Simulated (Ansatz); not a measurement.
A short molecular-dynamics run on methacrylic acid, C$_{4}$H$_{6}$O$_{2}$.

```yaml
crystal:
  periodic: [false, false, false]
  atoms:
    - {symbol: C, position_ang: [-0.529017, -1.433202, -0.686464]}
    - {symbol: C, position_ang: [-0.046909, -0.333673, -0.114852]}
    - {symbol: C, position_ang: [1.231469, -0.279187, 0.655784]}
    - {symbol: C, position_ang: [-0.850469, 0.911027, -0.266098]}
    - {symbol: O, position_ang: [-1.892829, 1.009980, -0.858342]}
    - {symbol: O, position_ang: [-0.275823, 1.961797, 0.349343]}
    - {symbol: H, position_ang: [-0.002036, -2.377936, -0.620752]}
    - {symbol: H, position_ang: [-1.464363, -1.400280, -1.231532]}
    - {symbol: H, position_ang: [1.058536, 0.051920, 1.682584]}
    - {symbol: H, position_ang: [1.928987, 0.434897, 0.211468]}
    - {symbol: H, position_ang: [1.705144, -1.260874, 0.680481]}
    - {symbol: H, position_ang: [-0.862689, 2.715541, 0.198362]}
basis:
  gaussian: {orbitals: "6-31G*"}
hamiltonian: {xc: {name: PBE}, dispersion: d3bj}
md: {timestep: 0.5 fs, n_steps: 20, ensemble: nve, temperature: 300, initial_velocities: maxwell_boltzmann, seed: 334}
```

```sh
$ ansatz run in.yaml --threads 4 --pin off --events-out ev --progress --plain --max-ram 10444MiB
```

| step | time (fs) | potential energy (eV) | kinetic (eV) | T (K) | conserved (eV) |
| --- | --- | --- | --- | --- | --- |
| 0 | 0.0 | -8330.0468 | 0.3878 | 300 | -8329.6590 |
| 1 | 0.5 | -8330.0560 | 0.3968 | 307 | -8329.6592 |
| 2 | 1.0 | -8330.0541 | 0.3948 | 305 | -8329.6593 |
| 3 | 1.5 | -8330.0403 | 0.3812 | 295 | -8329.6592 |
| 4 | 2.0 | -8330.0161 | 0.3572 | 276 | -8329.6590 |
| 5 | 2.5 | -8329.9852 | 0.3265 | 253 | -8329.6586 |
| 6 | 3.0 | -8329.9524 | 0.2941 | 228 | -8329.6583 |
| 7 | 3.5 | -8329.9230 | 0.2649 | 205 | -8329.6581 |
| 8 | 4.0 | -8329.9009 | 0.2430 | 188 | -8329.6579 |
| 9 | 4.5 | -8329.8883 | 0.2304 | 178 | -8329.6579 |
| 10 | 5.0 | -8329.8850 | 0.2270 | 176 | -8329.6581 |
| 11 | 5.5 | -8329.8887 | 0.2304 | 178 | -8329.6583 |
| 12 | 6.0 | -8329.8957 | 0.2371 | 183 | -8329.6586 |
| 13 | 6.5 | -8329.9021 | 0.2434 | 188 | -8329.6587 |
| 14 | 7.0 | -8329.9057 | 0.2469 | 191 | -8329.6587 |
| 15 | 7.5 | -8329.9063 | 0.2477 | 192 | -8329.6586 |
| 16 | 8.0 | -8329.9067 | 0.2483 | 192 | -8329.6583 |
| 17 | 8.5 | -8329.9106 | 0.2525 | 195 | -8329.6581 |
| 18 | 9.0 | -8329.9211 | 0.2630 | 203 | -8329.6581 |
| 19 | 9.5 | -8329.9385 | 0.2802 | 217 | -8329.6583 |
| 20 | 10.0 | -8329.9596 | 0.3009 | 233 | -8329.6587 |

Velocities are drawn at the set temperature; a run this short doesn't reach equilibrium.

Frames (Å, forces in eV/Å):

```xyz
12
time=0.0 fs
C    -0.529   -1.433   -0.686   -0.217   -0.552   -0.273
C    -0.047   -0.334   -0.115    0.260    0.566    0.301
C     1.231   -0.279    0.656   -0.035   -0.035   -0.029
C    -0.850    0.911   -0.266    0.929   -0.482    0.425
O    -1.893    1.010   -0.858   -1.754    0.106   -1.012
O    -0.276    1.962    0.349    1.100    0.138    0.688
H    -0.002   -2.378   -0.621    0.155   -0.347    0.002
H    -1.464   -1.400   -1.232   -0.322   -0.017   -0.195
H     1.059    0.052    1.683   -0.034    0.120    0.356
H     1.929    0.435    0.211    0.254    0.247   -0.131
H     1.705   -1.261    0.680    0.201   -0.332    0.032
H    -0.863    2.716    0.198   -0.536    0.588   -0.164
12
time=0.5 fs
C    -0.528   -1.434   -0.686   -0.339   -0.675   -0.347
C    -0.049   -0.333   -0.116    0.378    0.563    0.334
C     1.230   -0.276    0.655    0.235    0.114   -0.071
C    -0.847    0.909   -0.267    0.395   -0.239    0.200
O    -1.895    1.012   -0.859   -1.352    0.026   -0.812
O    -0.276    1.959    0.351    1.134    0.199    0.712
H     0.000   -2.381   -0.602    0.074   -0.250   -0.051
H    -1.465   -1.398   -1.240   -0.148   -0.057   -0.089
H     1.063    0.053    1.684   -0.037    0.180    0.279
H     1.941    0.435    0.199   -0.014    0.018    0.048
H     1.703   -1.259    0.693    0.183   -0.335   -0.023
H    -0.858    2.721    0.208   -0.509    0.457   -0.181
12
time=1.0 fs
C    -0.527   -1.435   -0.685   -0.447   -0.804   -0.413
C    -0.050   -0.333   -0.116    0.491    0.538    0.358
C     1.229   -0.273    0.653    0.505    0.221   -0.081
C    -0.843    0.906   -0.268   -0.148    0.017   -0.023
O    -1.898    1.015   -0.860   -0.939   -0.058   -0.608
O    -0.276    1.956    0.352    1.112    0.328    0.720
H     0.002   -2.384   -0.584   -0.019   -0.131   -0.108
H    -1.465   -1.396   -1.248    0.031   -0.097    0.022
H     1.066    0.054    1.687   -0.037    0.230    0.179
H     1.954    0.435    0.186   -0.270   -0.190    0.221
H     1.701   -1.257    0.705    0.151   -0.306   -0.079
H    -0.854    2.727    0.218   -0.429    0.254   -0.188
12
time=1.5 fs
C    -0.526   -1.435   -0.685   -0.532   -0.923   -0.461
C    -0.052   -0.333   -0.117    0.596    0.490    0.373
C     1.227   -0.271    0.652    0.755    0.277   -0.056
C    -0.839    0.904   -0.270   -0.680    0.278   -0.237
O    -1.901    1.017   -0.861   -0.531   -0.141   -0.409
O    -0.276    1.953    0.354    1.049    0.499    0.718
H     0.004   -2.387   -0.566   -0.114   -0.005   -0.170
H    -1.466   -1.394   -1.256    0.197   -0.136    0.130
H     1.070    0.056    1.690   -0.035    0.269    0.062
H     1.965    0.435    0.173   -0.495   -0.365    0.374
H     1.700   -1.257    0.717    0.106   -0.249   -0.135
H    -0.852    2.734    0.227   -0.315    0.007   -0.189
12
time=2.0 fs
C    -0.525   -1.437   -0.685   -0.588   -1.021   -0.485
C    -0.053   -0.332   -0.117    0.689    0.419    0.376
C     1.226   -0.268    0.651    0.974    0.279    0.003
C    -0.835    0.901   -0.271   -1.187    0.539   -0.434
O    -1.904    1.019   -0.862   -0.139   -0.223   -0.221
O    -0.275    1.951    0.356    0.965    0.686    0.709
H     0.006   -2.391   -0.548   -0.204    0.117   -0.233
H    -1.466   -1.392   -1.264    0.337   -0.173    0.225
H     1.074    0.059    1.693   -0.032    0.300   -0.062
H     1.976    0.433    0.162   -0.679   -0.497    0.502
H     1.698   -1.257    0.728    0.053   -0.170   -0.191
H    -0.850    2.740    0.236   -0.189   -0.255   -0.189
12
time=2.5 fs
C    -0.525   -1.438   -0.685   -0.611   -1.086   -0.481
C    -0.054   -0.332   -0.118    0.768    0.327    0.368
C     1.225   -0.265    0.650    1.153    0.231    0.089
C    -0.832    0.899   -0.272   -1.654    0.791   -0.608
O    -1.907    1.022   -0.864    0.227   -0.300   -0.048
O    -0.275    1.948    0.358    0.878    0.859    0.696
H     0.008   -2.394   -0.531   -0.284    0.223   -0.297
H    -1.465   -1.391   -1.272    0.444   -0.206    0.302
H     1.078    0.062    1.696   -0.030    0.322   -0.185
H     1.984    0.431    0.152   -0.816   -0.583    0.598
H     1.697   -1.257    0.739   -0.005   -0.079   -0.245
H    -0.848    2.747    0.244   -0.070   -0.500   -0.190
12
time=3.0 fs
C    -0.524   -1.439   -0.685   -0.601   -1.110   -0.446
C    -0.055   -0.331   -0.118    0.831    0.217    0.347
C     1.225   -0.261    0.648    1.283    0.142    0.196
C    -0.829    0.897   -0.274   -2.069    1.028   -0.755
O    -1.910    1.024   -0.865    0.560   -0.371    0.106
O    -0.274    1.946    0.360    0.800    0.997    0.680
H     0.008   -2.397   -0.514   -0.347    0.306   -0.356
H    -1.464   -1.390   -1.279    0.510   -0.235    0.356
H     1.081    0.066    1.699   -0.029    0.339   -0.298
H     1.991    0.427    0.143   -0.902   -0.624    0.660
H     1.696   -1.258    0.750   -0.063    0.016   -0.295
H    -0.847    2.752    0.252    0.028   -0.706   -0.195
12
time=3.5 fs
C    -0.524   -1.441   -0.685   -0.559   -1.089   -0.381
C    -0.056   -0.330   -0.118    0.875    0.093    0.314
C     1.224   -0.258    0.647    1.360    0.018    0.316
C    -0.826    0.895   -0.275   -2.426    1.244   -0.871
O    -1.913    1.026   -0.866    0.855   -0.433    0.241
O    -0.273    1.944    0.362    0.740    1.084    0.661
H     0.008   -2.399   -0.499   -0.392    0.359   -0.410
H    -1.461   -1.390   -1.284    0.534   -0.259    0.384
H     1.085    0.071    1.701   -0.029    0.351   -0.396
H     1.996    0.422    0.136   -0.937   -0.619    0.686
H     1.695   -1.258    0.760   -0.117    0.106   -0.339
H    -0.846    2.755    0.259    0.095   -0.855   -0.204
12
time=4.0 fs
C    -0.523   -1.443   -0.685   -0.487   -1.021   -0.289
C    -0.057   -0.330   -0.119    0.901   -0.040    0.269
C     1.224   -0.255    0.646    1.378   -0.133    0.442
C    -0.824    0.893   -0.277   -2.718    1.434   -0.956
O    -1.915    1.028   -0.867    1.110   -0.486    0.353
O    -0.272    1.941    0.364    0.704    1.110    0.639
H     0.007   -2.400   -0.484   -0.414    0.378   -0.456
H    -1.456   -1.390   -1.289    0.514   -0.278    0.384
H     1.088    0.077    1.701   -0.032    0.359   -0.471
H     1.998    0.415    0.130   -0.918   -0.570    0.675
H     1.693   -1.258    0.769   -0.163    0.182   -0.376
H    -0.844    2.756    0.266    0.125   -0.936   -0.215
12
time=4.5 fs
C    -0.523   -1.445   -0.685   -0.388   -0.907   -0.171
C    -0.058   -0.329   -0.119    0.906   -0.176    0.213
C     1.224   -0.252    0.645    1.333   -0.304    0.571
C    -0.822    0.891   -0.279   -2.939    1.592   -1.009
O    -1.918    1.030   -0.868    1.322   -0.529    0.444
O    -0.271    1.939    0.366    0.692    1.070    0.612
H     0.005   -2.400   -0.470   -0.414    0.361   -0.491
H    -1.451   -1.392   -1.293    0.452   -0.291    0.357
H     1.091    0.084    1.701   -0.037    0.366   -0.519
H     1.999    0.407    0.126   -0.845   -0.478    0.627
H     1.691   -1.258    0.777   -0.198    0.241   -0.404
H    -0.842    2.755    0.273    0.116   -0.943   -0.228
12
time=5.0 fs
C    -0.523   -1.447   -0.685   -0.267   -0.752   -0.034
C    -0.058   -0.328   -0.119    0.892   -0.309    0.148
C     1.225   -0.249    0.644    1.224   -0.491    0.697
C    -0.821    0.890   -0.281   -3.089    1.714   -1.029
O    -1.920    1.032   -0.869    1.489   -0.560    0.512
O    -0.270    1.938    0.369    0.705    0.965    0.580
H     0.002   -2.400   -0.458   -0.391    0.309   -0.514
H    -1.444   -1.393   -1.297    0.351   -0.299    0.304
H     1.095    0.091    1.700   -0.044    0.371   -0.540
H     1.997    0.398    0.124   -0.718   -0.347    0.540
H     1.689   -1.257    0.784   -0.220    0.276   -0.422
H    -0.840    2.752    0.278    0.068   -0.877   -0.242
12
time=5.5 fs
C    -0.523   -1.450   -0.685   -0.130   -0.561    0.117
C    -0.058   -0.328   -0.119    0.859   -0.435    0.075
C     1.225   -0.246    0.643    1.050   -0.687    0.819
C    -0.820    0.890   -0.283   -3.165    1.798   -1.017
O    -1.922    1.034   -0.870    1.613   -0.580    0.559
O    -0.269    1.936    0.371    0.742    0.800    0.543
H    -0.002   -2.398   -0.447   -0.347    0.224   -0.524
H    -1.437   -1.396   -1.299    0.218   -0.301    0.229
H     1.098    0.100    1.697   -0.054    0.376   -0.531
H     1.994    0.387    0.123   -0.540   -0.179    0.415
H     1.686   -1.256    0.790   -0.228    0.285   -0.428
H    -0.838    2.747    0.284   -0.017   -0.741   -0.256
12
time=6.0 fs
C    -0.523   -1.453   -0.685    0.014   -0.342    0.275
C    -0.058   -0.327   -0.119    0.807   -0.547   -0.004
C     1.226   -0.244    0.643    0.817   -0.887    0.933
C    -0.821    0.889   -0.286   -3.168    1.841   -0.975
O    -1.924    1.036   -0.871    1.691   -0.587    0.585
O    -0.267    1.935    0.374    0.797    0.584    0.499
H    -0.007   -2.396   -0.437   -0.284    0.110   -0.521
H    -1.429   -1.399   -1.301    0.062   -0.297    0.136
H     1.101    0.109    1.693   -0.064    0.381   -0.494
H     1.989    0.377    0.122   -0.317    0.019    0.257
H     1.682   -1.254    0.795   -0.222    0.269   -0.422
H    -0.836    2.739    0.288   -0.133   -0.544   -0.269
12
time=6.5 fs
C    -0.523   -1.455   -0.685    0.156   -0.104    0.430
C    -0.058   -0.327   -0.119    0.740   -0.641   -0.086
C     1.227   -0.241    0.642    0.537   -1.080    1.034
C    -0.821    0.889   -0.289   -3.100    1.844   -0.903
O    -1.926    1.037   -0.872    1.726   -0.583    0.589
O    -0.266    1.933    0.376    0.861    0.334    0.450
H    -0.012   -2.394   -0.428   -0.205   -0.026   -0.504
H    -1.421   -1.403   -1.303   -0.106   -0.287    0.033
H     1.104    0.119    1.688   -0.076    0.386   -0.431
H     1.983    0.366    0.123   -0.060    0.235    0.071
H     1.678   -1.251    0.799   -0.201    0.226   -0.404
H    -0.834    2.731    0.292   -0.271   -0.305   -0.278
12
time=7.0 fs
C    -0.523   -1.458   -0.685    0.286    0.140    0.572
C    -0.058   -0.326   -0.119    0.659   -0.714   -0.170
C     1.228   -0.239    0.642    0.228   -1.252    1.114
C    -0.823    0.889   -0.291   -2.962    1.806   -0.803
O    -1.927    1.039   -0.872    1.715   -0.567    0.573
O    -0.264    1.932    0.379    0.921    0.076    0.393
H    -0.018   -2.392   -0.421   -0.116   -0.176   -0.477
H    -1.413   -1.408   -1.304   -0.272   -0.273   -0.070
H     1.106    0.130    1.681   -0.089    0.391   -0.347
H     1.978    0.356    0.124    0.211    0.455   -0.128
H     1.674   -1.248    0.802   -0.167    0.160   -0.374
H    -0.832    2.722    0.296   -0.415   -0.045   -0.284
12
time=7.5 fs
C    -0.523   -1.461   -0.685    0.392    0.376    0.692
C    -0.058   -0.326   -0.119    0.567   -0.764   -0.253
C     1.229   -0.236    0.642   -0.082   -1.384    1.160
C    -0.825    0.890   -0.295   -2.757    1.729   -0.676
O    -1.928    1.041   -0.873    1.661   -0.539    0.536
O    -0.263    1.930    0.382    0.960   -0.163    0.329
H    -0.025   -2.390   -0.415   -0.022   -0.328   -0.441
H    -1.406   -1.413   -1.306   -0.420   -0.255   -0.163
H     1.109    0.142    1.674   -0.101    0.395   -0.247
H     1.972    0.347    0.124    0.470    0.656   -0.322
H     1.669   -1.244    0.804   -0.121    0.073   -0.333
H    -0.832    2.713    0.298   -0.546    0.204   -0.282
12
time=8.0 fs
C    -0.523   -1.463   -0.685    0.464    0.590    0.782
C    -0.057   -0.326   -0.120    0.467   -0.789   -0.333
C     1.230   -0.235    0.642   -0.359   -1.457    1.160
C    -0.827    0.891   -0.298   -2.490    1.617   -0.526
O    -1.929    1.042   -0.874    1.563   -0.500    0.479
O    -0.261    1.929    0.385    0.956   -0.349    0.255
H    -0.031   -2.389   -0.409    0.069   -0.469   -0.402
H    -1.400   -1.419   -1.308   -0.534   -0.235   -0.234
H     1.111    0.155    1.667   -0.112    0.395   -0.138
H     1.968    0.340    0.123    0.685    0.816   -0.489
H     1.664   -1.240    0.806   -0.066   -0.028   -0.282
H    -0.833    2.704    0.300   -0.642    0.410   -0.272
12
time=8.5 fs
C    -0.522   -1.466   -0.685    0.497    0.765    0.834
C    -0.056   -0.327   -0.120    0.361   -0.791   -0.408
C     1.231   -0.233    0.643   -0.572   -1.453    1.101
C    -0.831    0.892   -0.301   -2.166    1.473   -0.354
O    -1.930    1.043   -0.874    1.422   -0.451    0.403
O    -0.259    1.927    0.387    0.891   -0.455    0.171
H    -0.037   -2.390   -0.405    0.149   -0.584   -0.363
H    -1.395   -1.425   -1.310   -0.602   -0.212   -0.273
H     1.113    0.169    1.659   -0.121    0.391   -0.029
H     1.966    0.335    0.122    0.827    0.911   -0.607
H     1.658   -1.237    0.807   -0.004   -0.138   -0.223
H    -0.836    2.696    0.301   -0.682    0.545   -0.251
12
time=9.0 fs
C    -0.522   -1.468   -0.684    0.489    0.887    0.845
C    -0.056   -0.327   -0.120    0.254   -0.769   -0.476
C     1.232   -0.232    0.643   -0.696   -1.362    0.977
C    -0.834    0.894   -0.305   -1.790    1.301   -0.162
O    -1.930    1.045   -0.874    1.241   -0.393    0.307
O    -0.256    1.926    0.390    0.753   -0.466    0.075
H    -0.043   -2.391   -0.402    0.212   -0.660   -0.329
H    -1.392   -1.432   -1.314   -0.617   -0.187   -0.275
H     1.115    0.184    1.651   -0.127    0.378    0.071
H     1.966    0.332    0.119    0.874    0.927   -0.658
H     1.653   -1.233    0.807    0.061   -0.247   -0.159
H    -0.840    2.690    0.302   -0.653    0.591   -0.217
12
time=9.5 fs
C    -0.521   -1.470   -0.683    0.442    0.946    0.818
C    -0.055   -0.327   -0.121    0.148   -0.727   -0.536
C     1.233   -0.231    0.644   -0.722   -1.188    0.794
C    -0.838    0.896   -0.308   -1.369    1.109    0.048
O    -1.930    1.046   -0.875    1.021   -0.326    0.195
O    -0.254    1.924    0.393    0.541   -0.381   -0.031
H    -0.048   -2.394   -0.399    0.253   -0.688   -0.304
H    -1.390   -1.440   -1.318   -0.578   -0.160   -0.238
H     1.116    0.200    1.643   -0.128    0.354    0.153
H     1.967    0.331    0.114    0.821    0.860   -0.636
H     1.648   -1.230    0.807    0.124   -0.346   -0.091
H    -0.846    2.685    0.302   -0.552    0.549   -0.171
12
time=10.0 fs
C    -0.521   -1.472   -0.682    0.364    0.934    0.757
C    -0.054   -0.328   -0.121    0.047   -0.666   -0.585
C     1.234   -0.230    0.645   -0.657   -0.948    0.566
C    -0.842    0.898   -0.311   -0.911    0.899    0.270
O    -1.930    1.047   -0.875    0.768   -0.253    0.067
O    -0.252    1.923    0.396    0.266   -0.218   -0.146
H    -0.053   -2.399   -0.397    0.269   -0.663   -0.291
H    -1.389   -1.448   -1.322   -0.490   -0.131   -0.165
H     1.117    0.217    1.635   -0.125    0.316    0.210
H     1.971    0.332    0.108    0.677    0.721   -0.546
H     1.643   -1.228    0.806    0.181   -0.425   -0.024
H    -0.853    2.681    0.302   -0.390    0.432   -0.114
```

Hardware: 4 threads of an Intel Xeon 6975P-C on a shared host. Wall time 12 s, peak host memory 0.49 GiB.
